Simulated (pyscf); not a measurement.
Single points on ωB97X-D3(BJ)/def2-SVP structures (PySCF, gas phase).

Problem. For H₃C–SnH: (SMILES [CH3][SnH]) [singlet] + H₂ (SMILES [H][H]) + NH₃ (SMILES N) -> H₃C–SnH₃ (SMILES [CH3][SnH3]) + NH₃ (SMILES N), a multi-bond step (singlet surface; H–H, H–N broken, H–Sn, H–Sn, H–N formed), PBE/def2-TZVP gives ΔE‡ = 8.1 kcal/mol and ΔE = -19.8 kcal/mol (zero: the separated reactants). In which direction and how far do B3LYP-D3(BJ)/def2-TZVP, M06-2X/def2-TZVP, ωB97M-D3(BJ)/def2-TZVP move these?

Solution. B3LYP-D3(BJ): ΔE‡ = 12.8 kcal/mol, ΔE = -18.6 kcal/mol; M06-2X: ΔE‡ = 16.7 kcal/mol, ΔE = -20.2 kcal/mol; ωB97M-D3(BJ): ΔE‡ = 13.6 kcal/mol, ΔE = -22.2 kcal/mol. PBE's barrier lies under all of them, by 4.7 to 8.6 kcal/mol. Its reaction energy lies among theirs. Low barriers are usual for a GGA, whose delocalisation error favours stretched bonds. On the reactant side the descent ends in a bound adduct (not fully relaxed), 8.5 kcal/mol under the separated species and 20.7 kcal/mol under the saddle at ωB97X-D3(BJ)/def2-TZVP. This is the saddle that the search found; another between the same sides may lie lower. Elements past Kr carry the def2 core potentials, without spin-orbit coupling.
